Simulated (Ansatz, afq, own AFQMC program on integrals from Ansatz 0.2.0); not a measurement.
GaBGeH, doublet: AFQMC among the cluster methods

```xyz
4

B     0.0000    1.5272    0.2996
Ge    0.0000   -0.1624    1.1793
Ga    0.0000   -0.1058   -1.2732
H     0.0000    2.6383   -0.1305
```

Connectivity, by distances: BH–Ge–Ga, closed to a ring.

Basis cc-pVDZ. Noble-gas cores (and the filled d shells of Ga–Kr and In–Xe) are frozen. Ansatz 0.2.0 and our own AFQMC program on the same integrals; the CISD trial comes from CCSD amplitudes, and released means the phaseless constraint is let go. Error bars are statistical, one sigma. No spin–orbit coupling.

Determinant: ROHF, the one that the program's search chose, which needn't be the lowest solution. The geometry is a PBE0/def2-TZVP stationary point of this or a neighbouring charge and spin state.

No full CI on the walks' own integrals is used here; CCSDT(Q) serves as the reference and is uncertain by about the last step of the cluster series.

Cautions: no relativity below Rb; no spin-orbit coupling; inner d shell frozen; (T) is large, 6 % of the CCSD correlation; the ph-AFQMC/HF walk drifts between its halves (2.6 errors).

- T1 diagnostic: 0.0290
- weight of the determinant in the CISD state: 0.820
- size of the correlated space: 11 electrons in 44 orbitals

```
  level  correlation energy (eV)
    MP2                  -5.9210
   CCSD                  -6.6020
CCSD(T)                  -7.0214
```

(1) Estimate where AFQMC with the constraint released lies against CCSD(T) on the same integrals.

(1) 2.51 ± 1.08 mEh below CCSD(T).

Reference: CCSDT(Q), correlation energy -7.094 eV. The released energy is read at 2.40 1/Eh (meV from the phaseless value at times in 1/Eh: -26 ± 27 at 0.24, -21 ± 21 at 0.51, 0 ± 22 at 0.99, -24 ± 21 at 1.62, -40 ± 30 at 2.40).

| level | E − E(reference) (mEh) | share of correlation (%) |
| --- | --- | --- |
| CCSD(T) | 2.67 | 98.98 |
| CCSDT | 1.44 | 99.45 |
| ph-AFQMC/HF | 3.56 ± 2.12 | 98.63 |
| ph-AFQMC/CISD | 1.62 ± 0.76 | 99.38 |
| released AFQMC | 0.16 ± 1.08 | 99.94 |

A walk keeps the symmetry of its determinant, which the program's search chose and which needn't be the lowest solution, so a lower state of the same spin and another symmetry isn't excluded. Released energies are given only where the last usable release times agree within the noise; a slower fall can still hide under it.
